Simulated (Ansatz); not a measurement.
```yaml
crystal:
  periodic: [false, false, false]
  atoms:
    - {symbol: O, position_ang: [-0.982618, 0.182692, -0.002962]}
    - {symbol: S, position_ang: [0.456984, -0.126960, 0.001547]}
    - {symbol: H, position_ang: [1.059701, 1.138984, -0.002199]}
basis:
  gaussian: {orbitals: def2-TZVP}
magnetization: {spin_polarized: true, initial_magnetization: 1}
hamiltonian: {xc: pbe0}
relax: {f_tol: 0.004, max_steps: 80}
```

```sh
$ ansatz run in.yaml --threads 1 --pin off --events-out ev --progress --plain --max-ram 2176MiB
```

Steps of the relaxation (energy above the last step; positions in Å, forces in eV/Å):

```
3
step 1, 23.0 meV
O    -0.983    0.183   -0.003   -1.192    0.089   -0.003
S     0.457   -0.127    0.002    1.256    0.445    0.001
H     1.060    1.139   -0.002   -0.065   -0.535    0.002
```

```
3
step 2, 5.7 meV
O    -0.994    0.175   -0.003   -0.629    0.113   -0.002
S     0.460   -0.114    0.002    0.717    0.095    0.001
H     1.068    1.133   -0.002   -0.088   -0.209    0.001
```

```
3
step 3, 0.2 meV
O    -0.999    0.176   -0.003   -0.088    0.044    0.000
S     0.467   -0.109    0.001    0.118   -0.047    0.000
H     1.066    1.129   -0.002   -0.030    0.004    0.000
```

```
3
step 5, 0.0 meV
O    -0.999    0.178   -0.003    0.001    0.000    0.000
S     0.469   -0.111    0.002    0.000    0.001    0.000
H     1.064    1.128   -0.002   -0.001   -0.001    0.000
```

Close pairs at the end: S2–H3 1.375 Å, O1–S2 1.496 Å.

A stationary point of unrestricted PBE0 after 5 steps, with ⟨S²⟩ = 0.757 against 0.75 for a pure state; no frequencies were run, so it isn't proven a minimum. 9 s on 1 thread of Arm Neoverse V1, shared host.
